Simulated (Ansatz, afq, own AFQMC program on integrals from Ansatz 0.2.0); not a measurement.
## H₃S⁺, triplet: a scan with AFQMC

```xyz
4

S     0.0000   -0.0391    0.0000
H     0.0000    1.3184    0.0000
H     0.0000   -0.0372    1.5201
H     0.0000   -0.0372   -1.5201
```

The S1–H3 distance is changed with both sides rigid. Energies in mEh count from this geometry (1.520 Å) at the same level; the start stands on UHF, each point on the determinant named.

Basis 6-31G. Noble-gas cores (and the filled d shells of Ga–Kr and In–Xe) are frozen. Integrals, coupled cluster, full CI and functionals: Ansatz 0.2.0; the random walks run on the same integrals in our own AFQMC program. The CISD trial takes its coefficients from CCSD amplitudes. Released means that phaseless walkers are propagated on without the constraint, phases kept. Uncertainties: one standard error, sampling alone.

Cautions, each for one point or more: lower spins were not checked.

| r(S1–H3) / Å | det. | T1 | weight | ⟨S²⟩ | CCSD(T) | ph-AFQMC/CISD | released AFQMC | FCI | CCSD | MP2 |
| --- | --- | --- | --- | --- | --- | --- | --- | --- | --- | --- |
| 1.236 | UHF | 0.011 | 0.95 | 2.02 | 35.2 | 35.2 ± 0.03 | 35.3 ± 0.02 | 35.3 | 35.1 | 31.2 |
| 1.848 | UHF | 0.016 | 0.94 | 2.03 | -15.4 | -15.4 ± 0.03 | -15.5 ± 0.02 | -15.4 | -15.5 | -16.8 |
| 2.461 | UHF | 0.010 | 0.95 | 2.01 | -34.9 | -34.8 ± 0.04 | -34.8 ± 0.02 | -34.8 | -35.1 | -39.3 |
| 3.298 | UHF | 0.011 | 0.95 | 2.01 | -39.8 | -39.7 ± 0.03 | -39.7 ± 0.02 | -39.6 | -40.0 | -44.3 |
| 5.134 | UHF | 0.011 | 0.95 | 2.01 | -39.6 | -39.5 ± 0.03 | -39.5 ± 0.02 | -39.4 | -39.8 | -44.1 |

Weight is that of the determinant in the CISD state; at the start T1 is 0.017 and the weight 0.94, and ⟨S²⟩ is 2.05. Symmetry can't show for every point that it stays on the start's state. Largest departures from full CI: CCSD(T) -0.1 mEh at 5.134 (on UHF), ph-AFQMC/CISD -0.1 mEh at 5.134 (on UHF), released AFQMC -0.1 mEh at 1.848 (on UHF), CCSD -0.4 mEh at 5.134 (on UHF), MP2 -4.7 mEh at 5.134 (on UHF).

Some points may be missing: those where a free walk finds a much lower state, and past Zn most of those on another determinant than at the start.

A walk keeps the symmetry of its determinant, which the program's search chose and which needn't be the lowest solution, so a lower state of the same spin and another symmetry isn't excluded. Released energies are given only where the last usable release times agree within the noise; a slower fall can still hide under it.
